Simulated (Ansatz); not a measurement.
Torsion profile

SiH2O2 (SMILES O[Si]O), singlet, at its PBE0-D4/def2-TZVP minimum:

```xyz
5
angstrom
O -1.4432 -0.1056 -0.2750
Si -0.2120 -0.7913 0.5677
O 1.0360 0.1875 0.0686
H -1.2319 0.6489 -0.8361
H 1.9011 -0.0131 0.4334
```

The dihedral angle O1–Si2–O3–H5 (180.0° at the minimum) is set to the values below, the two halves turning rigidly about the central bond. Each method's energies count from its own value at the PBE0-D4 minimum structure. Ansatz 0.2.0; basis: def2-TZVPP; cores frozen in the correlated methods.

CCSD(T) energies along the scan:
| dihedral angle (°) | CCSD(T) (meV) |
| --- | --- |
| -169.6 | 9 |
| -139.6 | 119 |
| -109.6 | 267 |
| -79.6 | 323 |
| -49.6 | 264 |
| -19.6 | 196 |
| 10.4 | 186 |
| 40.4 | 240 |
| 70.4 | 313 |
| 100.4 | 299 |
| 130.4 | 167 |
| 160.4 | 31 |
They count from the CCSD(T) energy at the PBE0-D4 minimum.

Largest difference from the CCSD(T) curve over the scan: PBE-D4 6; r2SCAN-D4 17; wB97M-V 13; HF 11 meV. Each curve counts from its own value at the minimum.

T1 diagnostic: at most 0.015. The restricted Hartree–Fock reference is unstable towards an unrestricted one here.

For scale, one of the runs: CCSD(T)/def2-TZVPP, 132 basis functions (an equivalent command: `ansatz run in.yaml --threads 2`). Hardware: 2 CPU threads, shared host. Wall time 9.5 s; peak host memory 0.68 GiB.
